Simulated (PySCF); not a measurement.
Gas-phase reaction: Si(CH3)4 + 4 C2H3 (vinyl) ⇌ Si + 6 C2H4, at 2000 K and a standard pressure of 1 bar. Level: r2SCAN/def2-TZVP†.

Method: PySCF energies plus ideal-gas RRHO corrections (1 bar). † marks an energy on the PBE0/def2-TZVP geometry and frequencies. Open shells (unrestricted): C2H3 (vinyl) (multiplicity 2), Si (multiplicity 3, electronic degeneracy 9); the rest are closed-shell singlets. Spin-orbit splitting is ignored; it lowers the true energy and changes the entropy of Si. The harmonic model lacks anharmonicity and excited electronic states, which grow with temperature; levels with a mode under 35 cm⁻¹ are left out. Internal rotation in Si(CH3)4 is treated as a harmonic vibration of one conformer, which makes the entropy rough.

| species | E (Ha) | H(2000 K) − E (kJ/mol) | S°(2000 K) (J/mol/K) |
|---|---|---|---|
| Si(CH3)4 | -449.12812 | 912.9 | 851.1 |
| C2H3 (vinyl) | -77.88225 | 241.7 | 368.5 |
| Si | -289.34122 | 41.6 | 208.3 |
| C2H4 | -78.56100 | 301.7 | 371.9 |
E: electronic energy; H − E holds the zero-point and thermal terms. 1 Ha = 2625.5 kJ/mol.

### Question
Work out ΔH°, ΔS°, ΔG° and log10 K from these numbers.

### Answer
1. ΔE = 1×(-289.34122) + 6×(-78.56100) − 1×(-449.12812) − 4×(-77.88225) = -0.05010 Ha = -131.5 kJ.
2. Δ(H − E) = 1×(41.6) + 6×(301.7) − 1×(912.9) − 4×(241.7) = -27.9 kJ, so ΔH° = -159.4 kJ.
3. ΔS° = 1×(208.3) + 6×(371.9) − 1×(851.1) − 4×(368.5) = 114.6 J/K; the number of gas molecules changes by +2.
4. ΔG° = ΔH° − TΔS° = -159.4 − 2000×(114.6)/1000 = -388.6 kJ.
5. log10 K = −ΔG°/(RT ln 10) = 10.15, with RT ln 10 = 38.29 kJ/mol; at standard pressures the products are favoured.
6. A shift of 10 kJ in ΔE would move log10 K by 0.26 here.
For scale, ΔH°(298 K) is -98 kJ at this level, -189 kJ at ωB97M-V/def2-TZVP†, and runs from -393 to -98 kJ over the 13 levels computed; the NASA 1993 table gives -147 kJ (entries not checked at source). After a fit of one offset per element over all species, the range-separated, M06-2X, PBE0/def2-QZVP and CCSD(T)/def2-TZVPP enthalpies, where run, lie to one side of the table for Si(CH3)4 (+62 kJ/mol): a fault of the table's entry, another state or a shared error of the levels is possible; this was not checked at source.
